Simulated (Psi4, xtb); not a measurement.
Intermolecular potential of C2H4 ··· CH4O (SMILES C=C and CO). Monomers: optimised at B3LYP-D3(BJ) (def2-TZVP), held rigid. Orientation: a higher rigid-body minimum at GFN2-xTB. Only R, the distance of the centres of mass, is varied, so the lowest point isn't the relaxed dimer.

Geometry at R = 3.41 Å (first 6 atoms: monomer A):
```
12

C     -0.6559     0.0897    -0.0202
C      0.6559    -0.0897     0.0202
H     -1.3428    -0.7442    -0.0992
H     -1.0974     1.0779     0.0243
H      1.3428     0.7442     0.0992
H      1.0975    -1.0779    -0.0243
C      0.6389     2.5796     2.5471
O     -0.2121     1.5223     2.9671
H      1.6893     2.2714     2.5004
H      0.5466     3.3714     3.2891
H      0.3452     2.9846     1.5723
H     -0.1514     0.8050     2.3288
```

Levels of theory: MP2/aug-cc-pVDZ = Psi4 1.11 with DF-MP2/aug-cc-pVDZ, frozen core, counterpoise-corrected; GFN1-xTB (xtb); SAPT0/jun-cc-pVDZ, frozen core (Psi4).

Interaction energies in kcal/mol:

```tsv
R / Å	MP2/aug-cc-pVDZ	GFN1-xTB
2.81	3.86	1.56
3.02	-0.15	-1.01
3.19	-1.60	-1.68
3.41	-2.25	-1.74
3.65	-2.22	-1.43
3.84	-1.97	-1.15
4.10	-1.57	-0.82
4.40	-1.15	-0.56
4.91	-0.66	-0.31
5.63	-0.30	-0.14
6.59	-0.12	-0.05
7.87	-0.05	-0.02
```

Question: Predict the corresponding SAPT0/jun-cc-pVDZ column.

Answer: 2.81: 4.19; 3.02: 0.31; 3.19: -1.15; 3.41: -1.89; 3.65: -1.96; 3.84: -1.78; 4.10: -1.44; 4.40: -1.07; 4.91: -0.62; 5.63: -0.29; 6.59: -0.12; 7.87: -0.05 (kcal/mol).
